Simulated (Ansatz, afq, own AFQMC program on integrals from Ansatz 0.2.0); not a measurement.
# AlH (triplet): AFQMC on the coupled-cluster ladder, cc-pVTZ, part 2 of 2

Ansatz 0.2.0, Gaussian basis, and an in-house AFQMC program (afq) on its integrals; all values are calculated; cc-pVTZ, frozen cores. Earlier steps stand in the parts before.

### 15 Phaseless AFQMC, CISD trial on UHF

It reads the integrals that the CCSD(T) run on this determinant wrote.

On the command line:

```console
$ afq ham --method phaseless --trial cisd --walkers 4000 --populations 20 --least-time 60 --time-step 0.005 --steps-per-block 50 --equilibration-blocks 28 --max-blocks 4000 --target-error 0.00012 --factor-cut 1e-05 --start spin_pure --seed 8426 --release-times 0.24,0.51,0.99,1.62,2.4 --release-step 0.03 --release-every 3 --taylor-order 6
```

The log of the run:

```text
orbitals 43  electrons 3 1  factors 275 of 292
reference energy -242.41895316 Eh
CCSD correlation -0.05621123 Eh in 11 cycles, weight of the determinant in the CISD state 0.9454
energy of the start -242.475143 Eh
 block  time / (1/Eh)  mean weight  energy / Eh
     1     0.250  1.0000  -242.475197
     2     0.500  1.0000  -242.475381
     3     0.750  0.9999  -242.475582
     4     1.000  0.9999  -242.475775
     5     1.250  1.0000  -242.475954
     6     1.500  0.9999  -242.476081
     7     1.750  0.9998  -242.476204
     8     2.000  0.9999  -242.476311
     9     2.250  1.0000  -242.476445
    10     2.500  0.9998  -242.476606
    11     2.750  1.0000  -242.476553
    12     3.000  1.0000  -242.476680
    13     3.250  1.0000  -242.476807
    14     3.500  1.0001  -242.476703
    15     3.750  0.9998  -242.476740
    16     4.000  0.9998  -242.476878
    17     4.250  0.9999  -242.476818
    18     4.500  1.0000  -242.476706
    19     4.750  1.0000  -242.476729
    20     5.000  0.9999  -242.476767
    21     5.250  1.0000  -242.476804
    22     5.500  1.0001  -242.476840
    23     5.750  1.0000  -242.477023
    24     6.000  1.0002  -242.477021
    25     6.250  1.0001  -242.477013
    26     6.500  0.9999  -242.476854
    27     6.750  1.0000  -242.476983
    28     7.000  1.0000  -242.476967
    29     7.250  1.0002  -242.476901
    30     7.500  0.9999  -242.476916
    31     7.750  1.0000  -242.476909
    32     8.000  1.0000  -242.476939
    33     8.250  1.0000  -242.477008
    34     8.500  1.0001  -242.476921
    35     8.750  1.0000  -242.477054
    36     9.000  0.9999  -242.476984
    37     9.250  1.0000  -242.477037
    38     9.500  1.0000  -242.476945
    39     9.750  1.0002  -242.476989
    40    10.000  1.0000  -242.476957
    41    10.250  1.0000  -242.476941
    42    10.500  0.9998  -242.477774
    43    10.750  0.9998  -242.477006
    44    11.000  0.9999  -242.476852
    45    11.250  0.9999  -242.476831
    46    11.500  0.9998  -242.476855
    47    11.750  1.0001  -242.476805
    48    12.000  1.0000  -242.476777
    49    12.250  0.9999  -242.476763
    50    12.500  0.9999  -242.476886
    51    12.750  1.0001  -242.476934
    52    13.000  1.0000  -242.476911
    53    13.250  1.0002  -242.476956
    54    13.500  1.0000  -242.476806
    55    13.750  1.0001  -242.476813
    56    14.000  1.0001  -242.476856
    57    14.250  1.0002  -242.476889
    58    14.500  1.0000  -242.476967
    59    14.750  0.9999  -242.477076
    60    15.000  1.0000  -242.477000
    61    15.250  1.0001  -242.476955
    62    15.500  0.9997  -242.478806
    63    15.750  1.0002  -242.476868
    64    16.000  1.0001  -242.476924
    65    16.250  1.0001  -242.476915
    66    16.500  1.0001  -242.476875
    67    16.750  1.0001  -242.476932
    68    17.000  1.0001  -242.476834
    69    17.250  1.0001  -242.476919
    70    17.500  1.0001  -242.477050
    71    17.750  1.0001  -242.477027
    72    18.000  1.0000  -242.476979
    73    18.250  1.0001  -242.476932
    74    18.500  1.0001  -242.476939
    75    18.750  1.0001  -242.476900
    76    19.000  0.9998  -242.476907
    77    19.250  1.0001  -242.476952
    78    19.500  1.0000  -242.476952
error from the spread of 20 populations
released: time / (1/Eh)  energy / Eh  error  mean overlap
  0.24  -242.476975  0.000021  0.9988
  0.51  -242.477032  0.000032  0.9997
  0.99  -242.477012  0.000030  0.9972
  1.62  -242.477082  0.000022  0.9951
  2.40  -242.477191  0.000042  0.9865
energy -242.476978 +/- 0.000042 Eh
```

It took 98 s on 1 × NVIDIA H100 80GB HBM3 with 2 threads of AMD EPYC 7R13 (Zen 3), shared host; peak host memory 1.6 GiB.

Energy -6598.1347 ± 0.0012 eV. Caveats: constraint bias not in the error.

### 16 Free-projection AFQMC, CISD trial on UHF

It reads the integrals that the CCSD(T) run on this determinant wrote.

On the command line:

```console
$ afq ham --method free --trial cisd --walkers 4000 --time-step 0.03 --max-blocks 4000 --target-error 0.00024 --factor-cut 1e-05 --seed 4873 --times 0,0.3,0.6,1.2,1.8,2.4,3.6,4.8,6 --taylor-order 8
```

The log of the run:

```text
orbitals 43  electrons 3 1  factors 275 of 292
reference energy -242.41895316 Eh
CCSD correlation -0.05621123 Eh in 11 cycles, weight of the determinant in the CISD state 0.9454
repeat  energy at the last time / Eh  error
    10  -242.477135  0.000021
    20  -242.477165  0.000017
    30  -242.477179  0.000014
time / (1/Eh)  energy / Eh  error  mean overlap
  0.00  -242.475164  0.000001  1.0578
  0.30  -242.475958  0.000004  1.0570
  0.60  -242.476372  0.000005  1.0572
  1.20  -242.476787  0.000008  1.0567
  1.80  -242.476975  0.000009  1.0549
  2.40  -242.477045  0.000010  1.0556
  3.60  -242.477126  0.000010  1.0537
  4.80  -242.477170  0.000015  1.0520
  6.00  -242.477174  0.000014  1.0512
energy -242.477174 +/- 0.000014 Eh
```

Run time: 62 s. Hardware: 1 × NVIDIA H100 80GB HBM3 with 2 threads of AMD EPYC 7R13 (Zen 3), shared host; peak host memory 1.6 GiB.

Energy -6598.1400 ± 0.0004 eV. Caveats: remainder of the start not in the error.

### 17 All levels side by side

The full CI on restricted orbitals is not used as the yardstick for these unrestricted rows.

On the UHF determinant, counted from CCSDT(Q) (a yardstick, not exact):

```csv
level,energy (eV),from CCSDT(Q) (kcal/mol),statistical error (kcal/mol),time
HF,-6596.5558,+36.55,,
MP2,-6597.6963,+10.25,,
CCSD,-6598.0854,+1.28,,
CCSD(T),-6598.1246,+0.37,,
CCSDT(Q),-6598.1407,0.00,,
"Phaseless AFQMC, CISD trial, step 0.005, 4000 walkers",-6598.1347,+0.14,0.03,98 s
"Free-projection AFQMC, CISD trial, step 0.03, 4000 walkers",-6598.1400,+0.01,0.01,62 s
```

The functionals' totals stand on their own zeros and serve differences with other points: PBE -6606.290 eV; r2SCAN -6609.371 eV; PBE0 -6606.965 eV; B3LYP -6610.675 eV; wB97M-V -6609.300 eV; B2PLYP -6606.806 eV.

### 18 Outcome

This closing draws on all 2 parts.

```
                                              quantity                  value
                          CCSD(T) on UHF from CCSDT(Q)         +0.37 kcal/mol
      Phaseless AFQMC, CISD trial on UHF from CCSDT(Q)  +0.14 ± 0.03 kcal/mol
Free-projection AFQMC, CISD trial on UHF from CCSDT(Q)  +0.01 ± 0.01 kcal/mol
```

**Reading.** On UHF the phaseless walk with the CISD trial lies +0.14 kcal/mol from CCSDT(Q), 5 times its error bar. Free projection has no constraint; at the last time it gives +0.01 ± 0.01 kcal/mol, and from a start that isn't spin pure other spins can mix in. Error bars are statistical and leave out the constraint, the time step and what remains of the start.
